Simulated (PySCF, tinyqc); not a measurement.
Worked calculation: RHF in the sto-3g basis, for HF, spin multiplicity 1. The lowest restricted solution is unstable here: a spin-polarised one lies 0.1239 hartree lower (PySCF). Computed by tinyqc, a small Python program that keeps every step (integrals from PySCF). Settings: charge = 0, multiplicity = 1, basis = sto-3g, energy threshold = 1e-10, iteration cap = 58, orthogonalisation = symmetric, start = core, DIIS depth = 0, method = RHF. Command: `OMP_NUM_THREADS=1 python tinyqc.py 27038 27039 out.jsonl` (the two numbers bound the seeds that draw the settings). One thread of a shared host (Intel(R) Xeon(R) Processor @ 2.60GHz), about 0.06 s of CPU time with the checks. Later iterations appear only in the table of the cycle.

## One-electron integrals

Geometry (angstrom):
```
atom,x,y,z
F,0.000000,0.000000,0.000000
H,0.000000,0.000000,1.719000
```

Basis sto-3g: exponents (1/bohr^2) and contraction coefficients of normalised primitives:
```
element,l (shell),exponent,coefficient
F,s (1),166.679130,0.154329
F,s (1),30.360812,0.535328
F,s (1),8.216821,0.444635
F,s (2),6.464803,-0.099967
F,s (2),1.502281,0.399513
F,s (2),0.488588,0.700115
F,p (3),6.464803,0.155916
F,p (3),1.502281,0.607684
F,p (3),0.488588,0.391957
H,s (1),3.425251,0.154329
H,s (1),0.623914,0.535328
H,s (1),0.168855,0.444635
```

Overlap, kinetic and nuclear-attraction integrals over the contracted functions; the nuclear repulsion is the sum of Za Zb / Rab.

nuclear repulsion = 2.77056131 hartree

overlap S, lower triangle:
```
,1F 1s,1F 2s,1F 2px,1F 2py,1F 2pz,2H 1s
1F 1s,1.000000
1F 2s,0.237990,1.000000
1F 2px,0.000000,0.000000,1.000000
1F 2py,0.000000,0.000000,0.000000,1.000000
1F 2pz,0.000000,0.000000,0.000000,0.000000,1.000000
2H 1s,0.007898,0.105931,0.000000,0.000000,0.102763,1.000000
```

kinetic energy T (hartree), lower triangle:
```
,1F 1s,1F 2s,1F 2px,1F 2py,1F 2pz,2H 1s
1F 1s,36.984577
1F 2s,-0.212858,1.037995
1F 2px,0.000000,0.000000,3.248015
1F 2py,0.000000,0.000000,0.000000,3.248015
1F 2pz,0.000000,0.000000,0.000000,0.000000,3.248015
2H 1s,-0.002114,-0.019410,0.000000,0.000000,-0.002484,0.760032
```

nuclear attraction V (hartree), lower triangle:
```
,1F 1s,1F 2s,1F 2px,1F 2py,1F 2pz,2H 1s
1F 1s,-77.317420
1F 2s,-9.250072,-11.849035
1F 2px,0.000000,0.000000,-11.749897
1F 2py,0.000000,0.000000,0.000000,-11.749897
1F 2pz,-0.004285,-0.053610,0.000000,0.000000,-11.770133
2H 1s,-0.314652,-0.820882,0.000000,0.000000,-0.651436,-3.992974
```

core Hamiltonian H = T + V (hartree), lower triangle:
```
,1F 1s,1F 2s,1F 2px,1F 2py,1F 2pz,2H 1s
1F 1s,-40.332843
1F 2s,-9.462929,-10.811040
1F 2px,0.000000,0.000000,-8.501883
1F 2py,0.000000,0.000000,0.000000,-8.501883
1F 2pz,-0.004285,-0.053610,0.000000,0.000000,-8.522119
2H 1s,-0.316767,-0.840292,0.000000,0.000000,-0.653920,-3.232942
```

## Two-electron integrals

Functions are numbered as in S; the eight-fold symmetry (ij|kl) = (ji|kl) = (kl|ij) leaves the list below.

Two-electron integrals (ij|kl) in chemists' order, unique and non-zero (hartree):
```
i,j,k,l,(ij|kl)
1,1,1,1,5.403501
2,1,1,1,0.841920
2,1,2,1,0.156299
2,2,1,1,1.268028
2,2,2,1,0.292344
2,2,2,2,0.926167
3,1,3,1,0.027998
3,2,3,1,0.043169
3,2,3,2,0.204588
3,3,1,1,1.264502
3,3,2,1,0.292403
3,3,2,2,0.925959
3,3,3,3,0.997514
4,1,4,1,0.027998
4,2,4,1,0.043169
4,2,4,2,0.204588
4,3,4,3,0.053770
4,4,1,1,1.264502
4,4,2,1,0.292403
4,4,2,2,0.925959
4,4,3,3,0.889973
4,4,4,4,0.997514
5,1,5,1,0.027998
5,2,5,1,0.043169
5,2,5,2,0.204588
5,3,5,3,0.053770
5,4,5,4,0.053770
5,5,1,1,1.264502
5,5,2,1,0.292403
5,5,2,2,0.925959
5,5,3,3,0.889973
5,5,4,4,0.889973
5,5,5,5,0.997514
6,1,1,1,0.028292
6,1,2,1,0.005211
6,1,2,2,0.009695
6,1,3,3,0.009684
6,1,4,4,0.009684
6,1,5,1,0.000196
6,1,5,2,0.000371
6,1,5,5,0.009717
6,1,6,1,0.000175
6,2,1,1,0.085262
6,2,2,1,0.019980
6,2,2,2,0.072526
6,2,3,3,0.071523
6,2,4,4,0.071523
6,2,5,1,0.001318
6,2,5,2,0.011219
6,2,5,5,0.074458
6,2,6,1,0.000675
6,2,6,2,0.007629
6,3,3,1,0.001925
6,3,3,2,0.012109
6,3,5,3,0.002291
6,3,6,3,0.001068
6,4,4,1,0.001925
6,4,4,2,0.012109
6,4,5,4,0.002291
6,4,6,4,0.001068
6,5,1,1,0.065363
6,5,2,1,0.015496
6,5,2,2,0.060376
6,5,3,3,0.058112
6,5,4,4,0.058112
6,5,5,1,0.002715
6,5,5,2,0.020060
6,5,5,5,0.064836
6,5,6,1,0.000539
6,5,6,2,0.007825
6,5,6,5,0.009018
6,6,1,1,0.307356
6,6,2,1,0.073137
6,6,2,2,0.306588
6,6,3,3,0.300397
6,6,4,4,0.300397
6,6,5,1,0.004220
6,6,5,2,0.052040
6,6,5,5,0.318899
6,6,6,1,0.002468
6,6,6,2,0.045439
6,6,6,5,0.055303
6,6,6,6,0.774606
```

## Orthogonalisation

S = U s U^T; symmetric (Loewdin) form X = U s^(-1/2) U^T, so that X^T S X = 1.

eigenvalues of S: 0.738875  0.904181  1.000000  1.000000  1.089325  1.267619

X, lower triangle:
```
,1F 1s,1F 2s,1F 2px,1F 2py,1F 2pz,2H 1s
1F 1s,1.022242
1F 2s,-0.123979,1.026680
1F 2px,0.000000,0.000000,1.000000
1F 2py,0.000000,0.000000,0.000000,1.000000
1F 2pz,-0.000540,0.004265,0.000000,0.000000,1.004025
2H 1s,0.005873,-0.054957,0.000000,0.000000,-0.052101,1.008380
```

## Starting guess

The start is the orbitals of the core Hamiltonian; D = 2 C_occ C_occ^T.

D at the start, lower triangle:
```
,1F 1s,1F 2s,1F 2px,1F 2py,1F 2pz,2H 1s
1F 1s,2.120554
1F 2s,-0.507080,2.132786
1F 2px,0.000000,0.000000,2.000000
1F 2py,0.000000,0.000000,0.000000,2.000000
1F 2pz,-0.002591,0.013650,0.000000,0.000000,2.014135
2H 1s,0.016604,-0.068010,0.000000,0.000000,-0.086809,0.005873
```

## Iteration 1: building the Fock matrix

J_ij = sum D_kl (ij|kl), K_ij = sum D_kl (ik|jl); F = H + J - 0.5 K; E = tr D H + tr D J / 2 - 0.25 tr D K + E_nn.

Coulomb J (hartree), lower triangle:
```
,1F 1s,1F 2s,1F 2px,1F 2py,1F 2pz,2H 1s
1F 1s,20.893693
1F 2s,4.004077,9.918373
1F 2px,0.000000,0.000000,9.909541
1F 2py,0.000000,0.000000,0.000000,9.909541
1F 2pz,0.000414,0.000671,0.000000,0.000000,9.909604
2H 1s,0.133538,0.749474,0.000000,0.000000,0.612943,3.065620
```

exchange K (hartree), lower triangle:
```
,1F 1s,1F 2s,1F 2px,1F 2py,1F 2pz,2H 1s
1F 1s,11.106503
1F 2s,1.945559,3.229586
1F 2px,0.000000,0.000000,2.660826
1F 2py,0.000000,0.000000,0.000000,2.660826
1F 2pz,0.000165,0.001813,0.000000,0.000000,2.662298
2H 1s,0.069644,0.215386,0.000000,0.000000,0.132363,0.027454
```

Fock matrix F (hartree), lower triangle:
```
,1F 1s,1F 2s,1F 2px,1F 2py,1F 2pz,2H 1s
1F 1s,-24.992402
1F 2s,-6.431631,-2.507460
1F 2px,0.000000,0.000000,0.077245
1F 2py,0.000000,0.000000,0.000000,0.077245
1F 2pz,-0.003953,-0.053846,0.000000,0.000000,0.056336
2H 1s,-0.218050,-0.198511,0.000000,0.000000,-0.107158,-0.181049
```

total energy of this density = -97.89374260 hartree

## Iteration 1: diagonalisation and new density

Diagonalise F' = X^T F X, C = X C', fill 5 alpha and 5 beta electrons from the bottom; D = 2 C_occ C_occ^T. Each column has its largest component positive (the first on a tie).

F' = X^T F X (hartree), lower triangle:
```
,1,2,3,4,5,6
1,-24.527156
2,-3.352378,-1.371404
3,0.000000,0.000000,0.077245
4,0.000000,0.000000,0.000000,0.077245
5,-0.000991,-0.045791,0.000000,0.000000,0.067106
6,-0.002126,-0.089588,0.000000,0.000000,-0.100179,-0.157854
```

orbital energies (hartree): MO1 -25.002741, MO2 -0.909596, MO3 -0.182341, MO4 0.077245, MO5 0.077245, MO6 0.105370

coefficients C:
```
,MO1,MO2,MO3,MO4,MO5,MO6
1F 1s,0.994697,-0.263199,0.041084,0.000000,0.000000,0.000320
1F 2s,0.021424,1.017527,-0.191102,0.000000,0.000000,0.011850
1F 2px,0.000000,0.000000,0.000000,0.998668,-0.051599,0.000000
1F 2py,0.000000,0.000000,0.000000,0.051599,0.998668,0.000000
1F 2pz,0.000333,0.056603,0.300162,0.000000,0.000000,0.957861
2H 1s,-0.001323,0.067562,0.924783,0.000000,0.000000,-0.403497
```

D after iteration 1, lower triangle:
```
,1F 1s,1F 2s,1F 2px,1F 2py,1F 2pz,2H 1s
1F 1s,2.120768
1F 2s,-0.508705,2.144680
1F 2px,0.000000,0.000000,2.000000
1F 2py,0.000000,0.000000,0.000000,2.000000
1F 2pz,-0.004469,0.000481,0.000000,0.000000,0.186602
2H 1s,0.037792,-0.216020,0.000000,0.000000,0.562816,1.719578
```

Within a degenerate level the vectors are fixed only up to a rotation; this is one choice.

## Iteration 2: building the Fock matrix

As before.

Coulomb J (hartree), lower triangle:
```
,1F 1s,1F 2s,1F 2px,1F 2py,1F 2pz,2H 1s
1F 1s,19.183879
1F 2s,3.612625,8.819277
1F 2px,0.000000,0.000000,8.862953
1F 2py,0.000000,0.000000,0.000000,8.862953
1F 2pz,0.009549,0.107059,0.000000,0.000000,8.706057
2H 1s,0.120611,0.699721,0.000000,0.000000,0.598792,3.870863
```

exchange K (hartree), lower triangle:
```
,1F 1s,1F 2s,1F 2px,1F 2py,1F 2pz,2H 1s
1F 1s,11.055831
1F 2s,1.867789,2.872823
1F 2px,0.000000,0.000000,2.566162
1F 2py,0.000000,0.000000,0.000000,2.566162
1F 2pz,0.001359,0.050866,0.000000,0.000000,0.935478
2H 1s,0.067346,0.250383,0.000000,0.000000,0.311771,1.396806
```

Fock matrix F (hartree), lower triangle:
```
,1F 1s,1F 2s,1F 2px,1F 2py,1F 2pz,2H 1s
1F 1s,-26.676880
1F 2s,-6.784199,-3.428174
1F 2px,0.000000,0.000000,-0.922010
1F 2py,0.000000,0.000000,0.000000,-0.922010
1F 2pz,0.004585,0.028016,0.000000,0.000000,-0.283801
2H 1s,-0.229829,-0.265762,0.000000,0.000000,-0.211014,-0.060482
```

total energy of this density = -98.05934722 hartree

## Iteration 2: diagonalisation and new density

As before.

F' = X^T F X (hartree), lower triangle:
```
,1,2,3,4,5,6
1,-26.212222
2,-3.397431,-2.269496
3,0.000000,0.000000,-0.922010
4,0.000000,0.000000,0.000000,-0.922010
5,-0.002838,0.041948,0.000000,0.000000,-0.263876
6,-0.001291,-0.120984,0.000000,0.000000,-0.198904,-0.020102
```

orbital energies (hartree): MO1 -26.684989, MO2 -1.805300, MO3 -0.922010, MO4 -0.922010, MO5 -0.374939, MO6 0.099531

coefficients C:
```
,MO1,MO2,MO3,MO4,MO5,MO6
1F 1s,0.995402,-0.262742,0.000000,0.000000,0.006108,0.022086
1F 2s,0.018670,1.027974,0.000000,0.000000,-0.038470,-0.117993
1F 2px,0.000000,0.000000,0.983047,-0.183353,0.000000,0.000000
1F 2py,0.000000,0.000000,0.183353,0.983047,0.000000,0.000000
1F 2pz,-0.000090,-0.017949,0.000000,0.000000,0.852544,-0.532584
2H 1s,-0.001074,0.011183,0.000000,0.000000,0.444385,0.908292
```

D after iteration 2, lower triangle:
```
,1F 1s,1F 2s,1F 2px,1F 2py,1F 2pz,2H 1s
1F 1s,2.119793
1F 2s,-0.503486,2.117117
1F 2px,0.000000,0.000000,2.000000
1F 2py,0.000000,0.000000,0.000000,2.000000
1F 2pz,0.019668,-0.102500,0.000000,0.000000,1.454306
2H 1s,-0.002587,-0.011239,0.000000,0.000000,0.757314,0.395208
```

Within a degenerate level the vectors are fixed only up to a rotation; this is one choice.

## Iteration 3: building the Fock matrix

As before.

Coulomb J (hartree), lower triangle:
```
,1F 1s,1F 2s,1F 2px,1F 2py,1F 2pz,2H 1s
1F 1s,20.406468
1F 2s,3.892988,9.615775
1F 2px,0.000000,0.000000,9.620750
1F 2py,0.000000,0.000000,0.000000,9.620750
1F 2pz,-0.001999,0.010454,0.000000,0.000000,9.579496
2H 1s,0.129826,0.735928,0.000000,0.000000,0.608846,3.270688
```

exchange K (hartree), lower triangle:
```
,1F 1s,1F 2s,1F 2px,1F 2py,1F 2pz,2H 1s
1F 1s,11.090227
1F 2s,1.922927,3.131901
1F 2px,0.000000,0.000000,2.633391
1F 2py,0.000000,0.000000,0.000000,2.633391
1F 2pz,0.000304,-0.035457,0.000000,0.000000,2.216088
2H 1s,0.070888,0.279805,0.000000,0.000000,0.386835,0.420507
```

Fock matrix F (hartree), lower triangle:
```
,1F 1s,1F 2s,1F 2px,1F 2py,1F 2pz,2H 1s
1F 1s,-25.471489
1F 2s,-6.531405,-2.761215
1F 2px,0.000000,0.000000,-0.197828
1F 2py,0.000000,0.000000,0.000000,-0.197828
1F 2pz,-0.006436,-0.025428,0.000000,0.000000,-0.050667
2H 1s,-0.222385,-0.244267,0.000000,0.000000,-0.238491,-0.172507
```

total energy of this density = -98.24975875 hartree

## Iteration 3: diagonalisation and new density

As before.

F' = X^T F X (hartree), lower triangle:
```
,1,2,3,4,5,6
1,-25.006379
2,-3.366001,-1.615403
3,0.000000,0.000000,-0.197828
4,0.000000,0.000000,0.000000,-0.197828
5,-0.007908,-0.007950,0.000000,0.000000,-0.026735
6,0.000690,-0.126102,0.000000,0.000000,-0.230211,-0.131193
```

orbital energies (hartree): MO1 -25.481132, MO2 -1.157011, MO3 -0.302793, MO4 -0.197828, MO5 -0.197828, MO6 0.161225

coefficients C:
```
,MO1,MO2,MO3,MO4,MO5,MO6
1F 1s,0.994912,-0.262575,0.035024,0.000000,0.000000,-0.019036
1F 2s,0.020587,1.018007,-0.162402,0.000000,0.000000,0.096666
1F 2px,0.000000,0.000000,0.000000,0.975102,-0.221758,0.000000
1F 2py,0.000000,0.000000,0.000000,0.221758,0.975102,0.000000
1F 2pz,0.000385,0.029716,0.596394,0.000000,0.000000,0.808845
2H 1s,-0.001202,0.072581,0.743921,0.000000,0.000000,-0.681110
```

D after iteration 3, lower triangle:
```
,1F 1s,1F 2s,1F 2px,1F 2py,1F 2pz,2H 1s
1F 1s,2.120044
1F 2s,-0.505017,2.126272
1F 2px,0.000000,0.000000,2.000000
1F 2py,0.000000,0.000000,0.000000,2.000000
1F 2pz,0.026937,-0.133194,0.000000,0.000000,0.713139
2H 1s,0.011603,-0.093902,0.000000,0.000000,0.891653,1.117376
```

Within a degenerate level the vectors are fixed only up to a rotation; this is one choice.

## Iteration 4: building the Fock matrix

As before.

Coulomb J (hartree), lower triangle:
```
,1F 1s,1F 2s,1F 2px,1F 2py,1F 2pz,2H 1s
1F 1s,19.705878
1F 2s,3.732502,9.163302
1F 2px,0.000000,0.000000,9.190032
1F 2py,0.000000,0.000000,0.000000,9.190032
1F 2pz,-0.000678,0.039650,0.000000,0.000000,9.083756
2H 1s,0.124504,0.714371,0.000000,0.000000,0.601204,3.600670
```

exchange K (hartree), lower triangle:
```
,1F 1s,1F 2s,1F 2px,1F 2py,1F 2pz,2H 1s
1F 1s,11.069804
1F 2s,1.891183,2.984991
1F 2px,0.000000,0.000000,2.594726
1F 2py,0.000000,0.000000,0.000000,2.594726
1F 2pz,0.001078,-0.055048,0.000000,0.000000,1.499205
2H 1s,0.069571,0.279405,0.000000,0.000000,0.415178,0.980230
```

Fock matrix F (hartree), lower triangle:
```
,1F 1s,1F 2s,1F 2px,1F 2py,1F 2pz,2H 1s
1F 1s,-26.161867
1F 2s,-6.676018,-3.140233
1F 2px,0.000000,0.000000,-0.609213
1F 2py,0.000000,0.000000,0.000000,-0.609213
1F 2pz,-0.005502,0.013564,0.000000,0.000000,-0.187966
2H 1s,-0.227048,-0.265623,0.000000,0.000000,-0.260305,-0.122387
```

total energy of this density = -98.31202895 hartree

## Iteration 4: diagonalisation and new density

As before.

F' = X^T F X (hartree), lower triangle:
```
,1,2,3,4,5,6
1,-25.696999
2,-3.384322,-1.985866
3,0.000000,0.000000,-0.609213
4,0.000000,0.000000,0.000000,-0.609213
5,-0.011822,0.032459,0.000000,0.000000,-0.162387
6,0.000577,-0.132653,0.000000,0.000000,-0.250027,-0.076851
```

orbital energies (hartree): MO1 -26.170603, MO2 -1.524307, MO3 -0.609213, MO4 -0.609213, MO5 -0.370303, MO6 0.143110

coefficients C:
```
,MO1,MO2,MO3,MO4,MO5,MO6
1F 1s,0.995199,-0.262927,0.000000,0.000000,0.015943,0.024066
1F 2s,0.019468,1.024886,0.000000,0.000000,-0.083532,-0.121379
1F 2px,0.000000,0.000000,0.982192,-0.187881,0.000000,0.000000
1F 2py,0.000000,0.000000,0.187881,0.982192,0.000000,0.000000
1F 2pz,0.000306,-0.008757,0.000000,0.000000,0.741060,-0.679376
2H 1s,-0.001124,0.035169,0.000000,0.000000,0.602479,0.811406
```

D after iteration 4, lower triangle:
```
,1F 1s,1F 2s,1F 2px,1F 2py,1F 2pz,2H 1s
1F 1s,2.119610
1F 2s,-0.502855,2.115495
1F 2px,0.000000,0.000000,2.000000
1F 2py,0.000000,0.000000,0.000000,2.000000
1F 2pz,0.028842,-0.141742,0.000000,0.000000,1.098494
2H 1s,-0.001521,-0.028608,0.000000,0.000000,0.892329,0.728438
```

Within a degenerate level the vectors are fixed only up to a rotation; this is one choice.

## Iteration 20 (converged): orbitals

converged F (hartree), lower triangle:
```
,1F 1s,1F 2s,1F 2px,1F 2py,1F 2pz,2H 1s
1F 1s,-25.923177
1F 2s,-6.626053,-3.007637
1F 2px,0.000000,0.000000,-0.465884
1F 2py,0.000000,0.000000,0.000000,-0.465884
1F 2pz,-0.007419,0.002500,0.000000,0.000000,-0.142307
2H 1s,-0.225497,-0.262387,0.000000,0.000000,-0.262794,-0.143997
```

As before.

F' = X^T F X (hartree), lower triangle:
```
,1,2,3,4,5,6
1,-25.458186
2,-3.378280,-1.855653
3,0.000000,0.000000,-0.465884
4,0.000000,0.000000,0.000000,-0.465884
5,-0.012488,0.021943,0.000000,0.000000,-0.116251
6,0.001169,-0.134749,0.000000,0.000000,-0.253213,-0.098464
```

orbital energies (hartree): MO1 -25.932222, MO2 -1.395401, MO3 -0.465884, MO4 -0.465884, MO5 -0.355232, MO6 0.154301

coefficients C:
```
,MO1,MO2,MO3,MO4,MO5,MO6
1F 1s,0.995101,-0.262885,0.000000,0.000000,0.021942,0.023855
1F 2s,0.019851,1.022812,0.000000,0.000000,-0.108775,-0.118786
1F 2px,0.000000,0.000000,0.988648,-0.150253,0.000000,0.000000
1F 2py,0.000000,0.000000,0.150253,0.988648,0.000000,0.000000
1F 2pz,0.000392,0.001042,0.000000,0.000000,0.695808,-0.725705
2H 1s,-0.001151,0.048686,0.000000,0.000000,0.652792,0.770772
```

D after iteration 20, lower triangle:
```
,1F 1s,1F 2s,1F 2px,1F 2py,1F 2pz,2H 1s
1F 1s,2.119630
1F 2s,-0.503030,2.116741
1F 2px,0.000000,0.000000,2.000000
1F 2py,0.000000,0.000000,0.000000,2.000000
1F 2pz,0.030767,-0.149226,0.000000,0.000000,0.968301
2H 1s,0.000760,-0.042468,0.000000,0.000000,0.908536,0.857017
```

Within a degenerate level the vectors are fixed only up to a rotation; this is one choice.

## Convergence

Stop when the energy changes by less than 1e-10 hartree and every element of the error matrix X^T (F D S - S D F) X is below 3e-06.

Course of the cycle:
```
iteration,E (hartree),change,largest element of the error matrix
1,-97.89374260,-,2.02e-01
2,-98.05934722,-1.66e-01,4.58e-01
3,-98.24975875,-1.90e-01,3.21e-01
4,-98.31202895,-6.23e-02,1.91e-01
5,-98.33090832,-1.89e-02,9.71e-02
6,-98.33564047,-4.73e-03,4.93e-02
7,-98.33684624,-1.21e-03,2.46e-02
8,-98.33714441,-2.98e-04,1.23e-02
9,-98.33721884,-7.44e-05,6.12e-03
10,-98.33723731,-1.85e-05,3.05e-03
11,-98.33724191,-4.59e-06,1.52e-03
12,-98.33724305,-1.14e-06,7.58e-04
13,-98.33724333,-2.84e-07,3.78e-04
14,-98.33724340,-7.05e-08,1.88e-04
15,-98.33724342,-1.75e-08,9.39e-05
16,-98.33724342,-4.36e-09,4.68e-05
17,-98.33724343,-1.08e-09,2.33e-05
18,-98.33724343,-2.69e-10,1.16e-05
19,-98.33724343,-6.70e-11,5.80e-06
20,-98.33724343,-1.66e-11,2.89e-06
```

PySCF RHF in the same basis = -98.33724343 hartree

Converged in 20 iterations.

## Populations, bond orders and dipole

Mulliken: Z minus the diagonal of D S on the atom; Loewdin: the same with S^(1/2) D S^(1/2); Mayer order: 2 sum_s sum (D(s) S)_ij (D(s) S)_ji over the two atoms.

Charges (e):
```
atom,Mulliken,Loewdin
1F,-0.054111,-0.051116
2H,0.054111,0.051116
```

Mayer bond orders:
```
pair,order
2-1,0.997072
```

dipole moment about the origin, x y z (debye): 0.000000  0.000000  0.812725
